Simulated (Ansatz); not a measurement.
**Which is lower?**

Two relaxed structures of MgSiH$_{2}$F (charge +1), singlet (PBE0-D4/def2-TZVP; forces vanish, vibrations not checked).

A:

F1  (-0.130, -2.317, 2.399)
Mg2  (-0.064, -1.124, 1.163)
Si3  (0.041, 0.740, -0.767)
H4  (-0.738, 0.740, -2.031)
H5  (0.890, 1.960, -0.764)
(Å)

B:

```
atom    x (Å)    y (Å)    z (Å)
  F1  -0.2085  -2.3685   2.3673
 Mg2  -0.0801  -0.9077   0.9151
 Si3   0.2222   1.0721  -0.8493
  H4  -0.8128   0.2946  -1.6640
  H5  -0.1156  -2.8887   3.1384
```

Ansatz 0.2.0; basis: def2-TZVPP; cores frozen in the correlated methods. The outer core shell of Li, Na, Mg and K is correlated. The def2 sets are not built for correlating such inner shells, so the correlated values are less sure here. B3LYP uses VWN-RPA correlation.

Question: Which structure is lower at CCSD(T), and by how much? (To be estimated.)

Answer: The calculation gives: A, by 23.66 kcal/mol (electronic energy, against the other). By their contacts, A is MgSiH₂F ([F][Mg][SiH2]), total charge +1 and B is MgSiH₂F ([FH][Mg][SiH]), total charge +1.

All methods give the same order:

```
   method  E(B) − E(A) (kcal/mol)
   PBE-D4                   20.00
r2SCAN-D4                   26.88
  PBE0-D4                   22.44
 B3LYP-D4                   23.52
  wB97M-V                   22.99
       HF                   30.77
      MP2                   27.90
     CCSD                   24.64
  CCSD(T)                   23.66
```

T1 diagnostic: at most 0.013. The restricted Hartree–Fock reference is unstable towards an unrestricted one at one or more of these structures.

Labels in which every atom is bracketed show which atoms are joined, not bond orders.

For scale, one of the runs: CCSD(T)/def2-TZVPP, 133 basis functions, launched by `ansatz run in.yaml --threads 2 --pin off --events-out ev --progress --plain --max-ram 4352MiB`. Hardware: 2 CPU threads of an Arm Neoverse V1, shared host. Wall time 16 s; peak host memory 0.72 GiB.
